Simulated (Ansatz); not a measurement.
# C3H3ClO: the cost of one run

All numbers are computed with Ansatz 0.2.0, driven from Python. Level of theory: PBE0/def2-SVP.

### 1 Starting point

Bond lengths: C1–C2 1.246 Å, C2–C3 1.282 Å, C3–O4 1.440 Å, C3–Cl5 1.697 Å, C1–H6 1.147 Å, C1–H7 1.100 Å, O4–H8 0.963 Å. Angles: C1–C2–C3 179.1°, C2–C1–H6 121.4°, C2–C1–H7 124.6°, H6–C1–H7 113.9°, C2–C3–O4 116.5°, C2–C3–Cl5 121.6°, O4–C3–Cl5 121.7°, C3–O4–H8 102.2°.

The script holds or builds the structure itself.

### 2 The code

c3h3clo_freq.py

```python
"""Harmonic frequencies of C3H3ClO at its relaxed geometry."""

import itertools

import ansatz
from ase.data import atomic_numbers, covalent_radii
import numpy as np

GEOMETRY = """
C    -0.48420    1.57450   -0.01710
C    -0.17790    0.36820   -0.06800
C     0.15550   -0.86920   -0.11160
O     1.13540   -1.30420    0.84950
Cl   -0.42480   -1.90460   -1.32420
H    -1.22370    2.03500   -0.76320
H    -0.11780    2.28130    0.74250
H     1.22970   -2.23820    0.63610
"""

geometry = ansatz.Crystal.molecule()
for line in GEOMETRY.strip().splitlines():
    symbol, *xyz = line.split()
    geometry = geometry.atom(symbol, [float(v) for v in xyz])

base = geometry.calculation()
base = base.basis(gaussian="def2-SVP")
base = base.functional("pbe0").accuracy("medium")
symbols = [site.symbol for site in geometry.cartesian_sites]
start = np.array([site.position_ang for site in geometry.cartesian_sites], dtype=float)
data = base.relax(force_tolerance=0.003, max_steps=100).run(threads=1).report
end = np.array(data["positions_ang"])

# pairs closer than 1.2 times the sum of covalent radii, before or after
radius = [covalent_radii[atomic_numbers[s]] for s in symbols]
span = lambda where, i, j: np.linalg.norm(where[i] - where[j])
bonded = [(i, j) for i, j in itertools.combinations(range(len(symbols)), 2) if min(span(start, i, j), span(end, i, j)) < 1.2 * (radius[i] + radius[j])]
print("pair        before    after (A)")
for i, j in bonded:
    print(f"{symbols[i]}{i}-{symbols[j]}{j}".ljust(10), f"{span(start, i, j):8.4f} {span(end, i, j):8.4f}")
for first, second in list(itertools.combinations(bonded, 2)):
    shared = set(first) & set(second)
    if shared and symbols[(j := shared.pop())] != "H":
        i, k = sorted((set(first) | set(second)) - {j})
        u, v = end[i] - end[j], end[k] - end[j]
        angle = np.degrees(np.arccos(np.clip(u @ v / np.linalg.norm(u) / np.linalg.norm(v), -1, 1)))
        print(f"final angle {symbols[i]}{i}-{symbols[j]}{j}-{symbols[k]}{k}: {angle:.2f} deg")

# frequencies need a stationary point, so they are taken at the relaxed geometry
minimum = ansatz.Crystal.molecule()
for symbol, place in zip(symbols, end):
    minimum = minimum.atom(symbol, place.tolist())
vibrating = (
    minimum.calculation()
    .basis(gaussian="def2-SVP")  # atom-centred Gaussian functions
    .functional("pbe0")
    .accuracy("medium")  # preset for grids and thresholds
    .phonons(temperatures=(200, 600, 100))
)
vib = vibrating.run(threads=1).report["vibrations"]
sums = vib["harmonic_sums"]
modes = [m["omega_inv_cm"] for m in sums["modes_at_gamma"] if m["rigid_motion"] == "no"]
print("frequencies (1/cm):", " ".join(f"{w:.0f}" for w in modes))
print("imaginary modes:", sum(w < 0 for w in modes), " zero-point energy:", round(sums["zero_point_energy_ev"], 4), "eV")
print("T (K)   F_vib (eV)   S_vib (meV/K)   C_vib (meV/K)")
for row in zip(sums["temperatures_k"], sums["vibrational_free_energy_ev"], vib["entropy_ev_per_k"], vib["heat_capacity_ev_per_k"]):
    print(f"{row[0]:6.1f} {row[1]:11.4f} {1000 * row[2]:13.4f} {1000 * row[3]:15.4f}")

# all hydrogen replaced by deuterium
heavier = vibrating.phonons(masses={"H": 2.014102}).run(threads=1).report["vibrations"]["harmonic_sums"]
print("deuterated (1/cm):", " ".join(f"{m['omega_inv_cm']:.0f}" for m in heavier["modes_at_gamma"] if m["rigid_motion"] == "no"))
print("zero-point energy falls by", round(sums["zero_point_energy_ev"] - heavier["zero_point_energy_ev"], 4), "eV")
```

### 3 The input behind the calls

The engine receives this input (first run):

```yaml
crystal:
  periodic: [false, false, false]
  atoms:
    - { symbol: C, position_ang: [-0.4842, 1.5745, -0.0171] }
    - { symbol: C, position_ang: [-0.1779, 0.3682, -0.068] }
    - { symbol: C, position_ang: [0.1555, -0.8692, -0.1116] }
    - { symbol: O, position_ang: [1.1354, -1.3042, 0.8495] }
    - { symbol: Cl, position_ang: [-0.4248, -1.9046, -1.3242] }
    - { symbol: H, position_ang: [-1.2237, 2.035, -0.7632] }
    - { symbol: H, position_ang: [-0.1178, 2.2813, 0.7425] }
    - { symbol: H, position_ang: [1.2297, -2.2382, 0.6361] }
accuracy: medium
basis:
  gaussian:
    orbitals: def2-SVP
hamiltonian:
  xc: pbe0
relax:
  f_tol: 0.003
  max_steps: 100
```

### 4 Running it

The run is started by

```sh
python c3h3clo_freq.py
```

**Question.** How long does this script take on 1 thread of Arm Neoverse V1, shared host, and how much memory does it need?

About 5.5 min, with a peak of 0.26 GiB.
